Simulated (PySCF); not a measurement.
# CH6OSi: electronic excitations and core binding energies

Wanted: the electronic excitations and core binding energies of CH6OSi (`C[SiH2]O`), by calculation.

The runs use PySCF 2.14.0, with density-fitted response routines of our own; the level of theory stands in each step. All values are computed, except where a source is named. Atoms are numbered from 0 throughout.

### Step 1. Starting geometry

9 atoms, charge 0, multiplicity 1; geometry from: GFN2-xTB.

Bonds of the start (Å): C0–Si1 1.90, Si1–O2 1.63, C0–H3 1.09, C0–H4 1.09, C0–H5 1.09, Si1–H6 1.46, Si1–H7 1.47, O2–H8 0.95.

### Step 2. Excited states and response: PBE0/def2-SVPD

What the job is given:

```
{"job": {"kind": "uv", "xc": "PBE0", "basis": "def2-SVPD", "nstates": 8, "ntriplets": 3}, "charge": 0, "multiplicity": 1}
C     -1.170078    -0.046910    -0.019363
Si     0.690882    -0.417874     0.052893
O      1.578562     0.864816    -0.415328
H     -1.753825    -0.933938     0.204250
H     -1.467419     0.299552    -1.005757
H     -1.460249     0.719089     0.696272
H      1.096077    -1.414382    -0.929017
H      1.041040    -0.795281     1.426972
H      1.458572     1.730921    -0.036101
```

With the program's defaults for keys left out, this is: TDDFT PBE0/def2-SVPD, vertical, gas phase, core orbitals frozen in the response.

Launch:

```bash
$ OMP_NUM_THREADS=1 python probes_run.py task.json out
```

This one command runs all jobs of the session in turn.

**Question.** This job is followed by: delta-SCF UKS SCAN, pcX-2 on the ionised atom, pcseg-1 elsewhere, spin-free X2C. What will the session give for the following? lowest singlet (PBE0/def2-SVPD); brightest single state of those computed; lowest triplet; surface potential, 1st and 99th percentile; C1s binding energies, SCAN/pcX-2; Si1s binding energies, SCAN/pcX-2; Si2p binding energies, SCAN/pcX-2; O1s binding energies, SCAN/pcX-2.

As calculated:

| quantity | value |
| --- | --- |
| lowest singlet (PBE0/def2-SVPD) | 7.21 eV (172 nm), f = 0.006 |
| brightest single state of those computed | state 6, 8.78 eV, f = 0.107 |
| lowest triplet | 6.90 eV |
| surface potential, 1st and 99th percentile | -1.37 V and 2.34 V |
| C1s binding energies, SCAN/pcX-2 | C0 290.22 eV |
| Si1s binding energies, SCAN/pcX-2 | Si1 1846.98 eV |
| Si2p binding energies, SCAN/pcX-2 | Si1 107.30 eV |
| O1s binding energies, SCAN/pcX-2 | O2 538.51 eV |

In words: The lowest singlet, at 7.21 eV, is HOMO→LUMO 0.95 and is weak; of the 8 states computed, the strongest absorption comes from state 6 at 8.78 eV. The lowest triplet lies 0.32 eV below the lowest singlet (triplets in Tamm-Dancoff, singlets in full TDDFT). States above −ε(HOMO) lie where TDDFT describes them poorly and they hang on the basis; the brightest is among them.
